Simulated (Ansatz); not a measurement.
`[NH2][Mg][SH]` and `[SH][Mg][SH]` differ in one atom or group.

Ansatz, PBE0-D4/def2-TZVP geometries, multiplicity 1. Each molecule was computed in one conformer, which needn't be the lowest.

Outer-core shells of Mg are correlated without core-valence functions.

| property | `[NH2][Mg][SH]` |
| --- | --- |
| LUMO energy (PBE/def2-TZVPP) / eV | -1.81 |
| ideal-gas entropy at 298 K and 1 bar (rigid rotor, harmonic PBE0-D4/def2-TZVP) / J/(mol·K) | 315 |
| HOMO–LUMO gap (PBE0/def2-TZVPP) / eV | 5.41 |
| HOMO–LUMO gap (PBE/def2-TZVPP) / eV | 3.36 |
| zero-point energy (PBE0-D4/def2-TZVP) / kJ/mol | 85.9 |
| vertical ionisation energy (CCSD(T)/def2-TZVPP) / eV | 8.95 |

Problem. Give the same properties after the change, and the shifts. (An estimate is asked.)

Solution. The calculation gave: 
```
                                                                                  property  `[SH][Mg][SH]`  shift
                                                         LUMO energy (PBE/def2-TZVPP) / eV           -2.15  -0.34
ideal-gas entropy at 298 K and 1 bar (rigid rotor, harmonic PBE0-D4/def2-TZVP) / J/(mol·K)             318      3
                                                      HOMO–LUMO gap (PBE0/def2-TZVPP) / eV            5.83   0.42
                                                       HOMO–LUMO gap (PBE/def2-TZVPP) / eV            3.96   0.60
                                            zero-point energy (PBE0-D4/def2-TZVP) / kJ/mol            45.6  -40.3
                                      vertical ionisation energy (CCSD(T)/def2-TZVPP) / eV            9.58   0.63
```

With PBE0 the HOMO falls by 0.78 eV and the LUMO falls by 0.36 eV, so the gap widens by about 0.42 eV. PBE moves the HOMO by -0.94 eV and ωB97M-V by -0.55 eV. The zero-point energy changes by -40.3 kJ/mol with -3 modes.
